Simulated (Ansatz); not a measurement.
C5H8O, SMILES `C=C1CC1(C)O`. Charge 0, multiplicity 1.

```xyz
14

C     1.0056   -1.4718    1.1848
C     0.5911   -0.7080    0.1983
C     0.8241   -0.1405   -1.1316
C    -0.4499    0.1570   -0.3626
C    -0.6808    1.5343    0.1914
O    -1.5942   -0.4523   -0.8949
H     1.9622   -1.9825    1.1430
H     0.4029   -1.6212    2.0751
H     0.7229   -0.8032   -1.9854
H     1.5489    0.6595   -1.2507
H     0.2533    1.9782    0.5397
H    -1.3720    1.4993    1.0386
H    -1.1148    2.1779   -0.5778
H    -2.0992   -0.8267   -0.1679
```

(1) Give the diagnostics of a CCSD(T)/def2-TZVPP run (frozen core, Ansatz 0.2.0). (Best estimate.)

Answers

(1) Computed: T1 = 0.0104, largest single amplitude 0.010, largest double 0.082, (T) share of the correlation energy 4.2 %, 9 CCSD cycles. The RHF solution is stable towards an unrestricted one. T1 lies under the customary mark of 0.02 for closed shells.
